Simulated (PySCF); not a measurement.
Species, as SMILES: FOF.
Geometry (B3LYP-D3(BJ)/def2-TZVP, fixed):
```
O
F 1 1.4020
F 1 1.4020 2 103.99
```

How fast the lowest singlet excitation energy converges with the basis for several methods (PySCF): deviation from each method's own reference, in eV. References: CAM-B3LYP 4.585 eV, the value in d-aug-cc-pVTZ; PBE 4.146 eV, the value in d-aug-cc-pVTZ; PBE0 4.582 eV, the value in d-aug-cc-pVTZ. All functions are spherical. Density fitting with generated auxiliary sets. No added dispersion term, no relativity. Tamm-Dancoff approximation, the state taken by its order.

```json
[
 {"basis": "6-31G**", "functions": "42", "CAM-B3LYP": "0.077", "PBE": "0.077", "PBE0": "(withheld)"},
 {"basis": "6-311G**", "functions": "54", "CAM-B3LYP": "-0.007", "PBE": "-0.007", "PBE0": "(withheld)"},
 {"basis": "aug-pcseg-1", "functions": "69", "CAM-B3LYP": "-0.108", "PBE": "-0.094", "PBE0": "(withheld)"},
 {"basis": "pcseg-2", "functions": "90", "CAM-B3LYP": "0.022", "PBE": "0.028", "PBE0": "(withheld)"},
 {"basis": "aug-pcseg-2", "functions": "138", "CAM-B3LYP": "0.004", "PBE": "0.004", "PBE0": "(withheld)"},
 {"basis": "aug-cc-pVTZ", "functions": "138", "CAM-B3LYP": "-0.001", "PBE": "0.000", "PBE0": "(withheld)"},
 {"basis": "cc-pVQZ", "functions": "165", "CAM-B3LYP": "0.033", "PBE": "0.042", "PBE0": "(withheld)"},
 {"basis": "def2-QZVPP", "functions": "171", "CAM-B3LYP": "0.013", "PBE": "0.018", "PBE0": "(withheld)"}
]
```

### Question
What belongs in the gaps?

### Answer

- 6-31G**, PBE0: 0.056
- 6-311G**, PBE0: -0.025
- aug-pcseg-1, PBE0: -0.116
- pcseg-2, PBE0: 0.022
- aug-pcseg-2, PBE0: 0.005
- aug-cc-pVTZ, PBE0: -0.001
- cc-pVQZ, PBE0: 0.032
- def2-QZVPP, PBE0: 0.012

Mean absolute deviation over 6-311G**, pcseg-2, aug-pcseg-2, aug-cc-pVTZ: CAM-B3LYP 0.009, PBE 0.010, PBE0 0.013 eV.
